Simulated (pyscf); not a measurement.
PySCF, gas phase, ωB97X-D3(BJ)/def2-SVP geometries. Correlated levels are frozen-core, on RHF or UHF. ΔMP2 is the change of the MP2 total energy from the triple- to the quadruple-zeta basis.

For H₃C–O–GeH=O -> O=Ge=O + methane (CH₄), an elimination (singlet surface; Ge–H, C–O broken, C–H formed), PBE/def2-TZVP gives ΔE‡ = 78.3 kcal/mol and ΔE = +10.7 kcal/mol (zero: the reactant's lowest minimum found). In which direction and how far do B3LYP-D3(BJ)/def2-TZVP, PBE0-D3(BJ)/def2-TZVP, CCSD(T)/def2-TZVPP + ΔMP2(QZVPP) move these?

B3LYP-D3(BJ): ΔE‡ = 86.9 kcal/mol, ΔE = +15.6 kcal/mol; PBE0-D3(BJ): ΔE‡ = 89.9 kcal/mol, ΔE = +18.9 kcal/mol; CCSD(T): ΔE‡ = 89.7 kcal/mol, ΔE = +15.5 kcal/mol. PBE's barrier lies under all of them, by 8.6 to 11.7 kcal/mol. Its reaction energy lies under all of them, by 4.9 to 8.2 kcal/mol. Low barriers are usual for a GGA, whose delocalisation error favours stretched bonds. On the reactant side the descent ends in a point that may be a rotor saddle (no frequency run), 3.1 kcal/mol over the lowest minimum found and 91.6 kcal/mol under the saddle at ωB97X-D3(BJ)/def2-TZVP. At ωB97X-D3(BJ)/def2-TZVP the barrier from the zero used here is 94.6 kcal/mol. The same reactants have a lower exit, to H₃C–O• + [O=GeH]• (no saddle counted: cutting one bond costs +85.5 kcal/mol at ωB97M-D3(BJ)/def2-TZVP, against +92.5 kcal/mol here). H₃C–O–GeH=O lies 24.0 kcal/mol over its isomer H₃C–Ge(=O)–OH (electronic energy, ωB97M-D3(BJ)/def2-TZVP). One saddle was located; it need not be the lowest between these sides. The CCSD(T) − MP2 part came from Ansatz, without density fitting, on the same reference. The largest closed-shell T1 diagnostic is 0.030, which may signal static correlation. The frozen core leaves the outer d or s,p core shells of the metals and heavy elements correlated in the MP2 and CC values, and def2-TZVPP describes them poorly, which can shift differences by a few kcal/mol. Elements up to Kr have no core potential and no relativistic terms here.
